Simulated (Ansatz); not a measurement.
A made-up structure of AlSiH4O, doublet:

```
atom    x (Å)    y (Å)    z (Å)
  O1  -0.0462   0.0281  -0.0521
 Si2  -1.1201   0.3414  -1.2326
 Al3   1.0800   0.0420   1.2031
  H4   1.6906  -1.1296   0.4513
  H5  -2.4346  -0.2826  -0.8928
  H6   1.5439   1.4398   1.7719
  H7   1.5971  -1.3533   1.7283
```

It is relaxed with PBE-D4/def2-SVP and then PBE0-D4/def2-TZVP (Ansatz 0.2.0). Atoms count as bonded within 1.22 times the sum of their covalent radii (H–H: 0.88 Å). The end point is not checked to be a true minimum.

**Question.** Does its bonding change? (A judgement: the text doesn't fix the answer.)

**Answer.** Computed: No: no bond forms or breaks.

Where it ends: The first stage lowers the energy by 1.34 eV in 14 steps. It ends as AlSiH₄O ([AlH3][O][SiH]):
```json
{"atom": "O1", "x (Å)": "-0.1657", "y (Å)": "-0.0215", "z (Å)": "-0.0005"}
{"atom": "Si2", "x (Å)": "-1.1791", "y (Å)": "0.3634", "z (Å)": "-1.0849"}
{"atom": "Al3", "x (Å)": "1.3713", "y (Å)": "-0.2013", "z (Å)": "1.0928"}
{"atom": "H4", "x (Å)": "2.4727", "y (Å)": "-0.7592", "z (Å)": "0.0692"}
{"atom": "H5", "x (Å)": "-2.5397", "y (Å)": "-0.2943", "z (Å)": "-0.9008"}
{"atom": "H6", "x (Å)": "1.5723", "y (Å)": "1.2828", "z (Å)": "1.6643"}
{"atom": "H7", "x (Å)": "0.7788", "y (Å)": "-1.2841", "z (Å)": "2.1372"}
```

Labels in which every atom is bracketed show which atoms are joined, not bond orders.

For scale, one of the runs: PBE0-D4/def2-TZVP relaxation, 129 basis functions, launched by `ansatz run in.yaml --threads 2 --pin off --events-out ev --progress --plain --max-ram 4352MiB`. The run took about 38 s on 2 CPU threads of an Arm Neoverse V2 (shared host).
